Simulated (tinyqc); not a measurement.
Inside a calculation (part 1 of 2). Method: CIS and TDHF on RHF in the sto-3g basis, for H2O, spin multiplicity 1. Computed by tinyqc, a small Python program that keeps every step (integrals from PySCF). Settings: charge = 0, multiplicity = 1, basis = sto-3g, method = RHF, energy threshold = 1e-10, iteration cap = 68, orthogonalisation = symmetric, start = core, DIIS depth = 6, TDHF = 1. Command: `OMP_NUM_THREADS=1 python tinyqc.py 26831 26832 out.jsonl` (the two numbers bound the seeds that draw the settings). One thread of a shared host (Intel(R) Xeon(R) Processor @ 2.60GHz), about 0.09 s of CPU time with the checks. The early iterations of the SCF are left out here.

## One-electron integrals

Geometry (angstrom):
```
atom       x        y       z
O     0.0000   0.0000  0.0000
H     0.0000   0.7360  0.6660
H     0.0000  -0.7360  0.6660
```

Basis sto-3g: exponents (1/bohr^2) and contraction coefficients of normalised primitives:
```
element  l (shell)  exponent  coefficient
O            s (1)  130.7093       0.1543
O            s (1)   23.8089       0.5353
O            s (1)    6.4436       0.4446
O            s (2)    5.0332      -0.1000
O            s (2)    1.1696       0.3995
O            s (2)    0.3804       0.7001
O            p (3)    5.0332       0.1559
O            p (3)    1.1696       0.6077
O            p (3)    0.3804       0.3920
H            s (1)    3.4253       0.1543
H            s (1)    0.6239       0.5353
H            s (1)    0.1689       0.4446
```

Overlap, kinetic and nuclear-attraction integrals over the contracted functions; the nuclear repulsion is the sum of Za Zb / Rab.

nuclear repulsion = 8.889464 hartree

overlap S, lower triangle:
```
         1O 1s   1O 2s  1O 2px   1O 2py  1O 2pz   2H 1s   3H 1s
1O 1s   1.0000
1O 2s   0.2367  1.0000
1O 2px  0.0000  0.0000  1.0000
1O 2py  0.0000  0.0000  0.0000   1.0000
1O 2pz  0.0000  0.0000  0.0000   0.0000  1.0000
2H 1s   0.0496  0.4519  0.0000   0.2824  0.2556  1.0000
3H 1s   0.0496  0.4519  0.0000  -0.2824  0.2556  0.2672  1.0000
```

kinetic energy T (hartree), lower triangle:
```
          1O 1s   1O 2s  1O 2px   1O 2py  1O 2pz   2H 1s   3H 1s
1O 1s   29.0032
1O 2s   -0.1680  0.8081
1O 2px   0.0000  0.0000  2.5287
1O 2py   0.0000  0.0000  0.0000   2.5287
1O 2pz   0.0000  0.0000  0.0000   0.0000  2.5287
2H 1s   -0.0047  0.1123  0.0000   0.1911  0.1729  0.7600
3H 1s   -0.0047  0.1123  0.0000  -0.1911  0.1729  0.0121  0.7600
```

nuclear attraction V (hartree), lower triangle:
```
           1O 1s     1O 2s   1O 2px    1O 2py    1O 2pz    2H 1s    3H 1s
1O 1s   -61.6847
1O 2s    -7.4355  -10.1069
1O 2px    0.0000    0.0000  -9.9569
1O 2py    0.0000    0.0000   0.0000  -10.0834
1O 2pz   -0.0194   -0.2306   0.0000    0.0000  -10.0605
2H 1s    -1.6020   -3.6393   0.0000   -2.0136   -1.9007  -5.7145
3H 1s    -1.6020   -3.6393   0.0000    2.0136   -1.9007  -1.6563  -5.7145
```

core Hamiltonian H = T + V (hartree), lower triangle:
```
           1O 1s    1O 2s   1O 2px   1O 2py   1O 2pz    2H 1s    3H 1s
1O 1s   -32.6815
1O 2s    -7.6035  -9.2988
1O 2px    0.0000   0.0000  -7.4281
1O 2py    0.0000   0.0000   0.0000  -7.5547
1O 2pz   -0.0194  -0.2306   0.0000   0.0000  -7.5318
2H 1s    -1.6068  -3.5270   0.0000  -1.8225  -1.7278  -4.9545
3H 1s    -1.6068  -3.5270   0.0000   1.8225  -1.7278  -1.6442  -4.9545
```

## Two-electron integrals

Functions are numbered as in S; the eight-fold symmetry (ij|kl) = (ji|kl) = (kl|ij) leaves the list below.

Two-electron integrals (ij|kl) in chemists' order, unique and non-zero (hartree):
```
(11|11) 4.7851      (21|11) 0.7414      (21|21) 0.1369      (22|11) 1.1189
(22|21) 0.2566      (22|22) 0.8172      (31|31) 0.0245      (32|31) 0.0378
(32|32) 0.1805      (33|11) 1.1158      (33|21) 0.2567      (33|22) 0.8170
(33|33) 0.8802      (41|41) 0.0245      (42|41) 0.0378      (42|42) 0.1805
(43|43) 0.0474      (44|11) 1.1158      (44|21) 0.2567      (44|22) 0.8170
(44|33) 0.7853      (44|44) 0.8802      (51|51) 0.0245      (52|51) 0.0378
(52|52) 0.1805      (53|53) 0.0474      (54|54) 0.0474      (55|11) 1.1158
(55|21) 0.2567      (55|22) 0.8170      (55|33) 0.7853      (55|44) 0.7853
(55|55) 0.8802      (61|11) 0.1578      (61|21) 0.0289      (61|22) 0.0538
(61|33) 0.0537      (61|41) 0.0010      (61|42) 0.0018      (61|44) 0.0539
(61|51) 0.0009      (61|52) 0.0017      (61|54) 1.58e-04    (61|55) 0.0538
(61|61) 0.0062      (62|11) 0.3796      (62|21) 0.0881      (62|22) 0.3102
(62|33) 0.3050      (62|41) 0.0049      (62|42) 0.0373      (62|44) 0.3135
(62|51) 0.0044      (62|52) 0.0337      (62|54) 0.0077      (62|55) 0.3119
(62|61) 0.0189      (62|62) 0.1452      (63|31) 0.0093      (63|32) 0.0538
(63|43) 0.0078      (63|53) 0.0070      (63|63) 0.0208      (64|11) 0.2013
(64|21) 0.0474      (64|22) 0.1780      (64|33) 0.1699      (64|41) 0.0116
(64|42) 0.0741      (64|44) 0.1902      (64|51) 0.0021      (64|52) 0.0184
(64|54) 0.0113      (64|55) 0.1738      (64|61) 0.0106      (64|62) 0.1012
(64|64) 0.0905      (65|11) 0.1822      (65|21) 0.0429      (65|22) 0.1611
(65|33) 0.1538      (65|41) 0.0021      (65|42) 0.0184      (65|44) 0.1580
(65|51) 0.0112      (65|52) 0.0704      (65|54) 0.0116      (65|55) 0.1713
(65|61) 0.0096      (65|62) 0.0916      (65|64) 0.0631      (65|65) 0.0779
(66|11) 0.5156      (66|21) 0.1217      (66|22) 0.4907      (66|33) 0.4708
(66|41) 0.0089      (66|42) 0.0925      (66|44) 0.5033      (66|51) 0.0080
(66|52) 0.0837      (66|54) 0.0294      (66|55) 0.4974      (66|61) 0.0264
(66|62) 0.2876      (66|64) 0.2289      (66|65) 0.2071      (66|66) 0.7746
(71|11) 0.1578      (71|21) 0.0289      (71|22) 0.0538      (71|33) 0.0537
(71|41) -0.0010     (71|42) -0.0018     (71|44) 0.0539      (71|51) 0.0009
(71|52) 0.0017      (71|54) -1.58e-04   (71|55) 0.0538      (71|61) 0.0061
(71|62) 0.0184      (71|64) 0.0094      (71|65) 0.0094      (71|66) 0.0254
(71|71) 0.0062      (72|11) 0.3796      (72|21) 0.0881      (72|22) 0.3102
(72|33) 0.3050      (72|41) -0.0049     (72|42) -0.0373     (72|44) 0.3135
(72|51) 0.0044      (72|52) 0.0337      (72|54) -0.0077     (72|55) 0.3119
(72|61) 0.0184      (72|62) 0.1204      (72|64) 0.0575      (72|65) 0.0740
(72|66) 0.1988      (72|71) 0.0189      (72|72) 0.1452      (73|31) 0.0093
(73|32) 0.0538      (73|43) -0.0078     (73|53) 0.0070      (73|63) 0.0168
(73|73) 0.0208      (74|11) -0.2013     (74|21) -0.0474     (74|22) -0.1780
(74|33) -0.1699     (74|41) 0.0116      (74|42) 0.0741      (74|44) -0.1902
(74|51) -0.0021     (74|52) -0.0184     (74|54) 0.0113      (74|55) -0.1738
(74|61) -0.0094     (74|62) -0.0575     (74|64) -0.0111     (74|65) -0.0345
(74|66) -0.0831     (74|71) -0.0106     (74|72) -0.1012     (74|74) 0.0905
(75|11) 0.1822      (75|21) 0.0429      (75|22) 0.1611      (75|33) 0.1538
(75|41) -0.0021     (75|42) -0.0184     (75|44) 0.1580      (75|51) 0.0112
(75|52) 0.0704      (75|54) -0.0116     (75|55) 0.1713      (75|61) 0.0094
(75|62) 0.0740      (75|64) 0.0345      (75|65) 0.0616      (75|66) 0.1343
(75|71) 0.0096      (75|72) 0.0916      (75|74) -0.0631     (75|75) 0.0779
(76|11) 0.1626      (76|21) 0.0381      (76|22) 0.1464      (76|33) 0.1427
(76|44) 0.1452      (76|51) 0.0030      (76|52) 0.0271      (76|55) 0.1512
(76|61) 0.0081      (76|62) 0.0693      (76|64) 0.0415      (76|65) 0.0492
(76|66) 0.1444      (76|71) 0.0081      (76|72) 0.0693      (76|74) -0.0415
(76|75) 0.0492      (76|76) 0.0408      (77|11) 0.5156      (77|21) 0.1217
(77|22) 0.4907      (77|33) 0.4708      (77|41) -0.0089     (77|42) -0.0925
(77|44) 0.5033      (77|51) 0.0080      (77|52) 0.0837      (77|54) -0.0294
(77|55) 0.4974      (77|61) 0.0254      (77|62) 0.1988      (77|64) 0.0831
(77|65) 0.1343      (77|66) 0.3517      (77|71) 0.0264      (77|72) 0.2876
(77|74) -0.2289     (77|75) 0.2071      (77|76) 0.1444      (77|77) 0.7746
```

## Orthogonalisation

S = U s U^T; symmetric (Loewdin) form X = U s^(-1/2) U^T, so that X^T S X = 1.

eigenvalues of S: 0.3657  0.4452  0.8792  1.0000  1.1040  1.2875  1.9184

X, lower triangle:
```
          1O 1s    1O 2s  1O 2px   1O 2py   1O 2pz    2H 1s   3H 1s
1O 1s    1.0240
1O 2s   -0.1413   1.2178
1O 2px   0.0000   0.0000  1.0000
1O 2py   0.0000   0.0000  0.0000   1.0921
1O 2pz  -0.0103   0.1085  0.0000   0.0000   1.0601
2H 1s    0.0209  -0.2715  0.0000  -0.2070  -0.1509   1.1900
3H 1s    0.0209  -0.2715  0.0000   0.2070  -0.1509  -0.0979  1.1900
```

## Iteration 8 (converged): orbitals

converged F (hartree), lower triangle:
```
           1O 1s    1O 2s   1O 2px   1O 2py   1O 2pz    2H 1s    3H 1s
1O 1s   -20.2479
1O 2s    -5.1646  -2.4418
1O 2px    0.0000   0.0000  -0.3951
1O 2py    0.0000   0.0000   0.0000  -0.2895
1O 2pz   -0.0288  -0.1212   0.0000   0.0000  -0.3376
2H 1s    -1.1004  -0.9686   0.0000  -0.3678  -0.3877  -0.5416
3H 1s    -1.1004  -0.9686   0.0000   0.3678  -0.3877  -0.3921  -0.5416
```

Diagonalise F' = X^T F X, C = X C', fill 5 alpha and 5 beta electrons from the bottom; D = 2 C_occ C_occ^T. Each column has its largest component positive (the first on a tie).

F' = X^T F X (hartree), lower triangle:
```
          1        2        3        4        5        6       7
1  -19.8698
2   -2.6914  -1.2630
3    0.0000   0.0000  -0.3951
4    0.0000   0.0000   0.0000  -0.0255
5   -0.0577   0.1188   0.0000   0.0000  -0.1639
6   -0.1612  -0.4814   0.0000  -0.4435  -0.3471   0.0072
7   -0.1612  -0.4814   0.0000   0.4435  -0.3471  -0.1122  0.0072
```

orbital energies (hartree): MO1 -20.2566, MO2 -1.2605, MO3 -0.5844, MO4 -0.4692, MO5 -0.3951, MO6 0.5845, MO7 0.6784

coefficients C:
```
            MO1      MO2      MO3      MO4     MO5      MO6      MO7
1O 1s    0.9942  -0.2335   0.0000   0.1063  0.0000  -0.1234   0.0000
1O 2s    0.0257   0.8444   0.0000  -0.5486  0.0000   0.8047   0.0000
1O 2px   0.0000   0.0000   0.0000   0.0000  1.0000   0.0000   0.0000
1O 2py   0.0000   0.0000   0.6205   0.0000  0.0000   0.0000   0.9451
1O 2pz   0.0042   0.1256   0.0000   0.7417  0.0000   0.7843   0.0000
2H 1s   -0.0055   0.1549   0.4513   0.3006  0.0000  -0.7608  -0.8176
3H 1s   -0.0055   0.1549  -0.4513   0.3006  0.0000  -0.7608   0.8176
```

D after iteration 8, lower triangle:
```
          1O 1s    1O 2s  1O 2px   1O 2py  1O 2pz    2H 1s   3H 1s
1O 1s    2.1087
1O 2s   -0.4599   2.0292
1O 2px   0.0000   0.0000  2.0000
1O 2py   0.0000   0.0000  0.0000   0.7701
1O 2pz   0.1075  -0.6015  0.0000   0.0000  1.1318
2H 1s   -0.0194  -0.0684  0.0000   0.5601  0.4848   0.6362
3H 1s   -0.0194  -0.0684  0.0000  -0.5601  0.4848  -0.1786  0.6362
```

## Convergence

Stop when the energy changes by less than 1e-10 hartree and every element of the error matrix X^T (F D S - S D F) X is below 3e-06.

Course of the cycle:
```
iteration  E (hartree)     change  largest element of the error matrix
1           -73.234717          -                             6.31e-01
2           -74.921024  -1.69e+00                             1.63e-01
3           -74.963540  -4.25e-02                             3.46e-02
4           -74.964995  -1.45e-03                             4.29e-03
5           -74.965050  -5.53e-05                             1.34e-03
6           -74.965056  -5.46e-06                             1.37e-04
7           -74.965056  -4.72e-08                             3.76e-08
8           -74.965056     0.0000                             3.50e-10
```

PySCF RHF in the same basis = -74.965056 hartree

Converged in 8 iterations.

## Integrals over molecular orbitals

(pq|rs) = sum C_ip C_jq C_kr C_ls (ij|kl), one index at a time.

one-electron integrals over orbitals h = C^T H C (hartree), lower triangle:
```
          1        2        3        4        5        6        7
1  -32.6642
2    0.5575  -7.6449
3    0.0000   0.0000  -6.2995
4   -0.2427   0.4746   0.0000  -6.8521
5    0.0000   0.0000   0.0000   0.0000  -7.4281
6    0.2821  -1.3446   0.0000  -1.1693   0.0000  -5.4107
7    0.0000   0.0000  -1.6928   0.0000   0.0000   0.0000  -5.5408
```

Two-electron integrals over orbitals (pq|rs), unique and non-zero (hartree):
```
(11|11) 4.7452     (21|11) -0.4180    (21|21) 0.0585     (22|11) 1.0060
(22|21) -0.0132    (22|22) 0.7282     (31|31) 0.0113     (32|31) 0.0179
(32|32) 0.1405     (33|11) 0.7989     (33|21) -0.0045    (33|22) 0.6426
(33|33) 0.6274     (41|11) 0.1892     (41|21) -0.0236    (41|22) 0.0158
(41|33) 0.0066     (41|41) 0.0271     (42|11) -0.1412    (42|21) 0.0093
(42|22) -0.0022    (42|33) 0.0052     (42|41) 0.0174     (42|42) 0.1249
(43|31) -0.0037    (43|32) 0.0201     (43|43) 0.0504     (44|11) 0.9725
(44|21) -0.0130    (44|22) 0.6662     (44|33) 0.5913     (44|41) -0.0101
(44|42) -0.1011    (44|44) 0.7517     (51|51) 0.0260     (52|51) 0.0325
(52|52) 0.1450     (53|53) 0.0286     (54|51) -0.0138    (54|52) -0.0488
(54|54) 0.0551     (55|11) 1.1153     (55|21) -0.0117    (55|22) 0.7478
(55|33) 0.6264     (55|41) 0.0053     (55|42) -0.0758    (55|44) 0.7143
(55|55) 0.8802     (61|11) -0.2216    (61|21) 0.0337     (61|22) 1.40e-04
(61|33) 0.0007     (61|41) 3.02e-04   (61|42) 0.0210     (61|44) -0.0190
(61|55) -0.0058    (61|61) 0.0304     (62|11) 0.2978     (62|21) -0.0061
(62|22) 0.1424     (62|33) 0.0780     (62|41) 0.0189     (62|42) 0.0218
(62|44) 0.0763     (62|55) 0.1542     (62|61) 0.0090     (62|62) 0.1018
(63|31) 0.0035     (63|32) -0.0329    (63|43) -0.0292    (63|63) 0.0660
(64|11) 0.2392     (64|21) -0.0029    (64|22) 0.1020     (64|33) 0.0469
(64|41) 0.0006     (64|42) -0.0460    (64|44) 0.1289     (64|55) 0.1287
(64|61) -0.0021    (64|62) 0.0588     (64|64) 0.0815     (65|51) 0.0146
(65|52) 0.0557     (65|54) 3.15e-04   (65|65) 0.0374     (66|11) 0.8163
(66|21) -0.0072    (66|22) 0.6188     (66|33) 0.5714     (66|41) 0.0204
(66|42) 0.0533     (66|44) 0.5549     (66|55) 0.5947     (66|61) 0.0094
(66|62) 0.1012     (66|64) 0.0477     (66|66) 0.6028     (71|31) 0.0150
(71|32) 0.0222     (71|43) -0.0051    (71|63) 0.0040     (71|71) 0.0199
(72|31) 0.0140     (72|32) 0.0418     (72|43) -0.0362    (72|63) 0.0349
(72|71) 0.0177     (72|72) 0.0625     (73|11) 0.3610     (73|21) -0.0074
(73|22) 0.1389     (73|33) 0.0895     (73|41) -0.0007    (73|42) -0.0824
(73|44) 0.1496     (73|55) 0.1909     (73|61) -0.0069    (73|62) 0.0738
(73|64) 0.0891     (73|66) 0.0402     (73|73) 0.1570     (74|31) -0.0098
(74|32) -0.0791    (74|43) -0.0026    (74|63) 0.0455     (74|71) -0.0128
(74|72) -0.0154    (74|74) 0.0726     (75|53) 0.0236     (75|75) 0.0238
(76|31) 0.0085     (76|32) 0.0921     (76|43) 0.0512     (76|63) -0.0584
(76|71) 0.0107     (76|72) -0.0115    (76|74) -0.0597    (76|76) 0.1106
(77|11) 0.8459     (77|21) -0.0087    (77|22) 0.6174     (77|33) 0.6044
(77|41) 0.0044     (77|42) -0.0114    (77|44) 0.5950     (77|55) 0.6149
(77|61) -0.0041    (77|62) 0.0654     (77|64) 0.0415     (77|66) 0.5666
(77|73) 0.0845     (77|77) 0.6100
```

## CIS matrix, singlets

A(ia,jb) = (e_a - e_i) d_ij d_ab + 2 (ia|jb) - (ij|ab).

CIS matrix A, singlet (hartree), lower triangle:
```
         1>6      1>7     2>6      2>7     3>6     3>7     4>6     4>7
1>6  20.0854
1>7   0.0000  20.1288
2>6   0.0253   0.0000  1.4298
2>7   0.0000   0.0440  0.0000   1.4465
3>6   0.0000  -0.0004  0.0000  -0.0223  0.7294
3>7  -0.0223   0.0000  0.0554   0.0000  0.0000  0.9724
4>6  -0.0246   0.0000  0.0642   0.0000  0.0000  0.1270  0.6618
4>7   0.0000  -0.0300  0.0000  -0.0193  0.0399  0.0000  0.0000  0.6979
5>6   0.0000   0.0000  0.0000   0.0000  0.0000  0.0000  0.0000  0.0000
5>7   0.0000   0.0000  0.0000   0.0000  0.0000  0.0000  0.0000  0.0000

        5>6     5>7
5>6  0.4597
5>7  0.0000  0.5062
```

## CIS singlet states

dipole integrals <i|r|a> (bohr):
```
          x        y        z
1>6  0.0000   0.0000   0.0463
1>7  0.0000   0.0544   0.0000
2>6  0.0000   0.0000  -0.1231
2>7  0.0000  -0.1153   0.0000
3>6  0.0000  -0.7720   0.0000
3>7  0.0000   0.0000  -0.7057
4>6  0.0000   0.0000  -0.5888
4>7  0.0000  -0.6980   0.0000
5>6  0.0676   0.0000   0.0000
5>7  0.0000   0.0000   0.0000
```

Diagonalise A (1 hartree = 27.211386 eV); each vector has its largest component positive (the first on a tie). The transition dipole is mu = sqrt2 sum c_ia <i|r|a>.

singlet excitation energies (eV): 12.5098  13.7745  16.7147  18.2505  20.5524  27.3471  39.3106  39.3937  546.5539  547.7371

lowest vectors:
```
     state 1  state 2  state 3  state 4  state 5  state 6
1>6   0.0000   0.0000   0.0009   0.0000   0.0000   0.0017
1>7   0.0000   0.0000   0.0000   0.0013   0.0008   0.0000
2>6   0.0000   0.0000  -0.0522   0.0000   0.0000  -0.1695
2>7   0.0000   0.0000   0.0000   0.0044   0.0423   0.0000
3>6   0.0000   0.0000   0.0000  -0.5607   0.8274   0.0000
3>7   0.0000   0.0000  -0.3265   0.0000   0.0000   0.9342
4>6   0.0000   0.0000   0.9438   0.0000   0.0000   0.3138
4>7   0.0000   0.0000   0.0000   0.8280   0.5600   0.0000
5>6   1.0000   0.0000   0.0000   0.0000   0.0000   0.0000
5>7   0.0000   1.0000   0.0000   0.0000   0.0000   0.0000
```

oscillator strengths 2/3 w |mu|^2: 0.0028  0.0000  0.0832  0.0189  1.0777  0.9079

## TDHF (RPA) singlet states

B(ia,jb) = 2 (ia|jb) - (ib|ja); the squared energies are the eigenvalues of (A - B)(A + B); 1 hartree = 27.211386 eV.

TDHF matrix B, singlet (hartree), lower triangle:
```
         1>6      1>7     2>6      2>7     3>6     3>7     4>6     4>7
1>6   0.0304
1>7   0.0000   0.0199
2>6   0.0090   0.0000  0.1018
2>7   0.0000   0.0177  0.0000   0.0625
3>6   0.0000   0.0150  0.0000  -0.0040  0.0660
3>7  -0.0179   0.0000  0.1127   0.0000  0.0000  0.1570
4>6  -0.0021   0.0000  0.0588   0.0000  0.0000  0.1326  0.0815
4>7   0.0000  -0.0128  0.0000  -0.0154  0.0020  0.0000  0.0000  0.0726
5>6   0.0000   0.0000  0.0000   0.0000  0.0000  0.0000  0.0000  0.0000
5>7   0.0000   0.0000  0.0000   0.0000  0.0000  0.0000  0.0000  0.0000

        5>6     5>7
5>6  0.0374
5>7  0.0000  0.0238
```

squared energies w^2 (hartree^2): 0.2099  0.2557  0.3726  0.4450  0.5656  0.9511  2.0415  2.0914  403.4250  405.1735

TDHF energies from the positive w^2 (eV): 12.4683  13.7592  16.6096  18.1527  20.4647  26.5375  38.8798  39.3520  546.5527  547.7359

## CIS matrix, triplets

A(ia,jb) = (e_a - e_i) d_ij d_ab - (ij|ab).

CIS matrix A, triplet (hartree), lower triangle:
```
         1>6      1>7      2>6      2>7      3>6      3>7     4>6     4>7
1>6  20.0247
1>7   0.0000  20.0890
2>6   0.0072   0.0000   1.2261
2>7   0.0000   0.0087   0.0000   1.3215
3>6   0.0000  -0.0085   0.0000  -0.0921   0.5975
3>7  -0.0085   0.0000  -0.0921   0.0000   0.0000   0.6585
4>6  -0.0204   0.0000  -0.0533   0.0000   0.0000  -0.0512  0.4988
4>7   0.0000  -0.0044   0.0000   0.0114  -0.0512   0.0000  0.0000  0.5527
5>6   0.0000   0.0000   0.0000   0.0000   0.0000   0.0000  0.0000  0.0000
5>7   0.0000   0.0000   0.0000   0.0000   0.0000   0.0000  0.0000  0.0000

        5>6     5>7
5>6  0.3849
5>7  0.0000  0.4586
```

## CIS triplet states

Diagonalise A (1 hartree = 27.211386 eV); each vector has its largest component positive (the first on a tie).

triplet excitation energies (eV): 10.4724  12.4803  12.9416  14.0672  16.9038  18.0794  33.8343  36.2836  544.9003  546.6511

lowest vectors:
```
     state 1  state 2  state 3  state 4  state 5  state 6
1>6   0.0000   0.0000   0.0011   0.0000   0.0000   0.0000
1>7   0.0000   0.0000   0.0000   0.0004   0.0002   0.0000
2>6   0.0000   0.0000   0.1058   0.0000   0.0000   0.1224
2>7   0.0000   0.0000   0.0000   0.0548   0.1154   0.0000
3>6   0.0000   0.0000   0.0000   0.5795   0.8052   0.0000
3>7   0.0000   0.0000   0.3170   0.0000   0.0000   0.9365
4>6   0.0000   0.0000   0.9425   0.0000   0.0000  -0.3287
4>7   0.0000   0.0000   0.0000   0.8131  -0.5817   0.0000
5>6   1.0000   0.0000   0.0000   0.0000   0.0000   0.0000
5>7   0.0000   1.0000   0.0000   0.0000   0.0000   0.0000
```
